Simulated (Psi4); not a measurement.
# singlet Si2H4Cl+ at 4 levels

We compute a comparison of 4 runs (HF/3-21G, B3LYP/6-31G*, HSE06/aug-cc-pVDZ) of singlet Si2H4Cl+. 

The calculation is run with Psi4 1.11.

1 further run of the same task is left out (set aside as unsound or not needed).

## 1. The system as given

The species is Si2H4Cl+ (7 atoms), meant as a singlet with charge +1. SMILES of the parent species: `[SiH2][SiH2]Cl`. Geometry: relaxed at PBE0-D4/def2-TZVP. This is one conformer, not always the lowest. That shape belongs to the parent species and isn't relaxed for this state.

Bond lengths: Si1–Si2 2.324 Å, Si2–Cl3 2.062 Å, Si1–H4 1.487 Å, Si1–H5 1.489 Å, Si2–H6 1.484 Å, Si2–H7 1.486 Å. Angles: Si1–Si2–Cl3 108.2°, Si1–Si2–H6 110.2°, Si1–Si2–H7 113.9°, Cl3–Si2–H6 108.4°, Cl3–Si2–H7 107.1°, Si2–Si1–H4 113.9°, Si2–Si1–H5 113.5°, H6–Si2–H7 108.9°, H4–Si1–H5 110.7°.

## 2. Energy and forces at HF/3-21G (run 1)

File calc.dat:

```
memory 1.6 GB

molecule molecule1 {
  1 1
  Si    -2.46533670     0.37246502    -0.92615477
  Si     1.46699439    -0.14664275     0.95846909
  Cl     1.68884824    -3.78833396     2.32776464
  H     -2.96441337    -1.41805048    -3.03395529
  H     -2.98746803     3.01921543    -1.72550892
  H      1.74856358     1.62724317     3.11237893
  H      3.62865210     0.20560220    -0.79935415
  units au
  symmetry c1
  no_reorient
  no_com
}

set {
  basis         3-21G
  puream        true
  e_convergence 1e-09
  d_convergence 1e-08
  scf_type      pk
}

e, wfn = gradient("scf", return_wfn=True)
oeprop(wfn, "MULLIKEN_CHARGES", "MAYER_INDICES", "WIBERG_LOWDIN_INDICES")
```

Started as:

```bash
$ psi4 -n 1 calc.dat calc.out
```

calc.out:

```text
[...]
  Running in c1 symmetry.
[...]
  Nuclear repulsion =  181.627483204067971
[...]
  Multiplicity = 1
[...]
  Nalpha       = 24
  Nbeta        = 24
[...]
    Number of basis functions: 47
[...]
   @RHF iter   1: -1034.03915986922038   -1.81877e-01   4.67020e-03 ADIIS/DIIS
[...]
   @RHF iter  12: -1034.09111721305953   -1.81899e-12   3.54142e-09 DIIS
[...]
  @RHF Final Energy: -1034.09111721305953
   => Energetics <=
    Nuclear Repulsion Energy =            181.6274832040679712
    One-Electron Energy =               -1784.7193011822575954
    Two-Electron Energy =                 569.0007007651302047
    Total Energy =                      -1034.0911172130595332
[...]
  -Total Gradient:
     Atom            X                  Y                   Z
    ------   -----------------  -----------------  -----------------
       1       -0.019232977894    -0.014387928954     0.047270226148
       2       -0.030207325543    -0.025926847878    -0.028550887229
       3        0.001573484999     0.035354513472    -0.011368534263
       4        0.014346844225     0.002566176079    -0.011844525036
       5        0.013753547896     0.004683075081    -0.010674324886
       6        0.006320106801     0.000907824826     0.005443796101
       7        0.013446319513    -0.003196812606     0.009724249154
[...]
```

Wall time 1.5 s (1 thread of AMD EPYC 9R45 (Zen 5), shared host); peak memory 0.19 GiB.

## 3. Energy and gradient at B3LYP/6-31G(d) (spherical functions) (run 2)

File job.py:

```python
import psi4

psi4.set_memory('1600 MB')
psi4.set_num_threads(1)
psi4.set_output_file('clh4si2.out', False)

mol = psi4.geometry("""
1 1
Si    -2.46533670     0.37246502    -0.92615477
Si     1.46699439    -0.14664275     0.95846909
Cl     1.68884824    -3.78833396     2.32776464
H     -2.96441337    -1.41805048    -3.03395529
H     -2.98746803     3.01921543    -1.72550892
H      1.74856358     1.62724317     3.11237893
H      3.62865210     0.20560220    -0.79935415
units au
symmetry c1
""")

options = {'basis': '6-31G*', 'reference': 'rks', 'puream': True, 'e_convergence': 1e-09, 'd_convergence': 1e-08, 'scf_type': 'pk', 'dft_radial_points': 99, 'dft_spherical_points': 590}
psi4.set_options(options)

E, wfn = psi4.gradient('b3lyp', molecule=mol, return_wfn=True)
psi4.oeprop(wfn, 'LOWDIN_CHARGES', 'QUADRUPOLE', 'MULLIKEN_CHARGES')
print('gradient / Eh bohr^-1')
print(E.np.round(6))
print(f'energy = {wfn.energy():.10f} Eh')
```

Started as:

```bash
$ python job.py
```

clh4si2.out:

```text
[...]
  Running in c1 symmetry.
[...]
  Nuclear repulsion =  181.627483204067971
[...]
  Multiplicity = 1
[...]
  Nalpha       = 24
  Nbeta        = 24
[...]
    Number of basis functions: 62
[...]
   @RKS iter   1: -1041.22444404884368   -5.46764e-03   3.33917e-03 ADIIS/DIIS
[...]
   @RKS iter  12: -1041.26116171568674   -3.18323e-12   5.02134e-09 DIIS
[...]
  @RKS Final Energy: -1041.26116171568674
   => Energetics <=
    Nuclear Repulsion Energy =            181.6274832040679712
    One-Electron Energy =               -1791.6695115119157435
    Two-Electron Energy =                 626.2603217738418380
    DFT Exchange-Correlation Energy =     -57.4794551816805992
    Empirical Dispersion Energy =           0.0000000000000000
    VV10 Nonlocal Energy =                  0.0000000000000000
    Total Energy =                      -1041.2611617156867396
[...]
  -Total Gradient:
     Atom            X                  Y                   Z
    ------   -----------------  -----------------  -----------------
       1       -0.020857857086    -0.012244310257     0.037125280836
       2       -0.022892710984     0.015528026629    -0.042130035827
       3        0.002595440193    -0.002755729961     0.003638555638
       4        0.013581413898     0.003560442484    -0.007681541920
       5        0.012979245549     0.001522786364    -0.007059339262
       6        0.004942995993    -0.001526081638     0.004069031763
       7        0.009652632900    -0.004083680375     0.012038293550
[...]
```

On the terminal:

```text
gradient / Eh bohr^-1
[[-0.020858 -0.012244  0.037125]
 [-0.022893  0.015528 -0.04213 ]
 [ 0.002595 -0.002756  0.003639]
 [ 0.013581  0.00356  -0.007682]
 [ 0.012979  0.001523 -0.007059]
 [ 0.004943 -0.001526  0.004069]
 [ 0.009653 -0.004084  0.012038]]
energy = -1041.2611617157 Eh
```

Run time: 9.3 s. Hardware: 1 thread of AMD EPYC 9R45 (Zen 5), shared host; peak memory 0.81 GiB.

Run 3 isn't shown in full; the table further down has it.

## 4. The energy at HSE06/aug-cc-pVDZ (run 4)

File input.in:

```
memory 1600 MB

molecule molecule1 {
  1 1
  Si    -2.46533670     0.37246502    -0.92615477
  Si     1.46699439    -0.14664275     0.95846909
  Cl     1.68884824    -3.78833396     2.32776464
  H     -2.96441337    -1.41805048    -3.03395529
  H     -2.98746803     3.01921543    -1.72550892
  H      1.74856358     1.62724317     3.11237893
  H      3.62865210     0.20560220    -0.79935415
  units au
  symmetry c1
}

set {
  puream               true
  e_convergence        1e-09
  d_convergence        1e-08
  scf_type             pk
  dft_radial_points    99
  dft_spherical_points 590
}

e_tot, wfn = energy('hse06/aug-cc-pVDZ', return_wfn=True)
oeprop(wfn, 'DIPOLE', 'WIBERG_LOWDIN_INDICES', 'MULLIKEN_CHARGES', title='HSE06')
print_variables()
```

Started as:

```bash
$ psi4 -n 1 input.in input.out
```

input.out:

```text
[...]
  Running in c1 symmetry.
[...]
  Nuclear repulsion =  181.627483204067971
[...]
  Multiplicity = 1
[...]
  Nalpha       = 24
  Nbeta        = 24
[...]
    Number of basis functions: 117
[...]
   @RKS iter   1: -1040.87692030461812    2.43500e-02   2.01687e-03 ADIIS/DIIS
[...]
   @RKS iter  11: -1040.92094183302220   -1.34150e-11   7.48177e-09 DIIS
[...]
  @RKS Final Energy: -1040.92094183302220
   => Energetics <=
    Nuclear Repulsion Energy =            181.6274832040679712
    One-Electron Energy =               -1791.5844116098321592
    Two-Electron Energy =                 623.3472593635191288
    DFT Exchange-Correlation Energy =     -54.3112727907769610
    Empirical Dispersion Energy =           0.0000000000000000
    VV10 Nonlocal Energy =                  0.0000000000000000
    Total Energy =                      -1040.9209418330221979
[...]
 Multipole Moments:
 ------------------------------------------------------------------------------------
     Multipole            Electronic (a.u.)      Nuclear  (a.u.)        Total (a.u.)
 ------------------------------------------------------------------------------------
 L = 1.  Multiply by 2.5417464519 to convert [e a0] to [Debye]
 Dipole X            :         -0.2526296           -1.6046835           -1.8573132
 Dipole Y            :         -3.7735309            5.5092871            1.7357562
 Dipole Z            :          2.3155061           -3.6214481           -1.3059420
 Magnitude           :                                                    2.8579619
[...]
```

Wall time 46 s (1 thread of AMD EPYC 9R45 (Zen 5), shared host); peak memory 0.96 GiB.

## 5. Overview of the runs

```
run                               level         integration grid      task   energy (Eh)  HOMO energy (eV)  LUMO energy (eV)  HOMO–LUMO gap (eV)  wall time
  1                            HF/3-21G                        –  gradient  -1034.091117            -16.56             -7.61                8.94      1.5 s
  2  B3LYP/6-31G* (spherical functions)  99 radial × 590 angular  gradient  -1041.261162            -13.14            -10.82                2.32      9.3 s
  3  B3LYP/6-31G* (Cartesian functions)  99 radial × 590 angular    energy  -1041.267948            -13.14            -10.82                2.32      7.5 s
  4                   HSE06/aug-cc-pVDZ  99 radial × 590 angular    energy  -1040.920942            -13.06            -10.91                2.15       46 s
```

## 6. Outcome

| quantity | value |
| --- | --- |
| run 4: total energy | -1040.92094 Eh |
| run 4: HOMO energy | -13.06 eV |
| run 4: LUMO energy | -10.91 eV |
| run 4: HOMO–LUMO gap | 2.15 eV |

**Reading.** The HOMO–LUMO gap runs from 2.15 eV (HSE06/aug-cc-pVDZ) to 8.94 eV (HF/3-21G). The two ends differ in method and basis. Totals of different functionals can't be ranked against each other. All runs together took 65 s, the longest 46 s.
